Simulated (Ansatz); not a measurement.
in.yaml

```yaml
crystal:
  periodic: [false, false, false]
  atoms:
    - {symbol: Br, position_ang: [-2.107359, 0.369878, 0.000000]}
    - {symbol: H, position_ang: [-0.488359, 0.369878, 0.000000]}
    - {symbol: Si, position_ang: [1.099641, 0.369878, 0.000000]}
    - {symbol: H, position_ang: [1.496076, -1.109635, 0.000000]}
basis:
  gaussian: {orbitals: cc-pVDZ}
magnetization: {spin_polarized: true, initial_magnetization: 1}
hamiltonian: {xc: {name: r2SCAN}}
output: {forces: true}
```

```sh
$ ansatz run in.yaml --threads 1 --pin off --events-out ev --progress --plain --max-ram 2393MiB
```

Log:

```
589 factors; integrals over basis functions are off by at most 1.6e-3 eV
mean field evaluation 1: about -77950.6487 eV, gradient 8.9e0 eV
mean field evaluation 2: about -77939.5880 eV, gradient 3.5e1 eV
mean field evaluation 4: about -77951.3327 eV, gradient 2.2e0 eV
mean field evaluation 8: about -77951.3674 eV, gradient 5.7e-2 eV
mean field evaluation 16: about -77951.3674 eV, gradient 2.2e-5 eV
mean field evaluation 32: about -77951.0456 eV, gradient 9.8e-1 eV
mean field evaluation 64: about -77950.5305 eV, gradient 4.9e0 eV
mean field -77951.36740429 eV, -2864.6599147729 hartree, gradient 4.1e-6 eV, S^2 0.758003; 8 other end points of the search recorded, 0 dependent functions left out
the calculation of the forces begins
reference -77951.36741322 eV, -2864.6599151015 hartree; 26, 25 occupied and 29, 30 virtual orbitals, 589 factors
Total energy: -77951.36741322 eV, -2864.6599151015 hartree
Atom 0 at    -2.107359     0.369878     0.000000 Å, force    -1.080513    -0.091335     0.000000 eV/Å
Atom 1 at    -0.488359     0.369878     0.000000 Å, force    -0.625080     0.021334    -0.000000 eV/Å
Atom 2 at     1.099641     0.369878     0.000000 Å, force     1.856245     0.161165    -0.000000 eV/Å
Atom 3 at     1.496076    -1.109635     0.000000 Å, force    -0.150653    -0.091164    -0.000000 eV/Å
Dipole moment:     0.648339    -0.063522     0.000000 e Å
```

Forces (eV/Å):
```
Br  -1.081 -0.091  0.000
H   -0.625  0.021  0.000
Si   1.856  0.161  0.000
H   -0.151 -0.091  0.000
```

Ran on 1 thread of Arm Neoverse V2, shared host: 18 s wall, 0.18 GiB peak host memory.
